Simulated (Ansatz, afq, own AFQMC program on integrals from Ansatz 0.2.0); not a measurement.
# C₂H₂, singlet in cc-pVDZ, levels against CCSDT(Q)

| atom | x (Å) | y (Å) | z (Å) |
| --- | --- | --- | --- |
| C | 0.0000 | 0.0000 | 0.5528 |
| C | 0.0000 | 0.0000 | -0.7378 |
| H | 0.0000 | -0.9396 | 1.1020 |
| H | 0.0000 | 0.9396 | 1.1020 |

Connectivity, by distances: CH2–C.

Basis cc-pVDZ. Noble-gas cores (and the filled d shells of Ga–Kr and In–Xe) are frozen. Integrals, coupled cluster, full CI and functionals: Ansatz 0.2.0; the random walks run on the same integrals in our own AFQMC program. ph-AFQMC/CISD is guided by a CISD state made of CCSD amplitudes; releasing the constraint for a short imaginary time cuts its bias at the price of noise, slowly where states lie close. Free projection: walkers drawn from exp(T), propagated without any constraint. Its projection time is finite, and what remains of the start isn't in its error. ± is one standard error of the sampling.

Determinant: RHF, the one that the program's search chose, which needn't be the lowest solution. The geometry is a point of a scan.

No full CI on the walks' own integrals is used here; CCSDT(Q) serves as the reference and is uncertain by about the last step of the cluster series.

Cautions: restricted determinant unstable towards unrestricted (UHF 17 meV lower, ⟨S²⟩ 0.15); the released energies are still falling, so no released level is given (meV from the phaseless value at times in 1/Eh: 13 ± 11 at 0.24, 19 ± 10 at 0.51, 10 ± 11 at 0.99, -13 ± 12 at 1.62, -21 ± 15 at 2.40), though the last usable value meets CCSDT(Q) within the noise.

The T1 diagnostic is 0.0161 and the weight of the determinant in the CISD state is 0.880. The size of the correlated space is 10 electrons in 36 orbitals.

Reference: CCSDT(Q), correlation energy -7.387 eV.

```tsv
level	E − E(reference) (kJ/mol)	share of correlation (%)
HF	712.7	0.00
MP2	110.6	84.48
CCSD	28.7	95.98
CCSD(T)	4.1	99.43
CCSDT	1.6	99.77
ph-AFQMC/HF	-3.6 ± 6.9	100.50
ph-AFQMC/CISD	1.2 ± 1.1	99.83
free AFQMC	0.9 ± 1.4	99.88
```

Free projections are given only where their last times agree within the noise and don't stop above the reference; a slow remainder of the start can still hide under it. A walk keeps the symmetry of its determinant, which the program's search chose and which needn't be the lowest solution, so a lower state of the same spin and another symmetry isn't excluded.
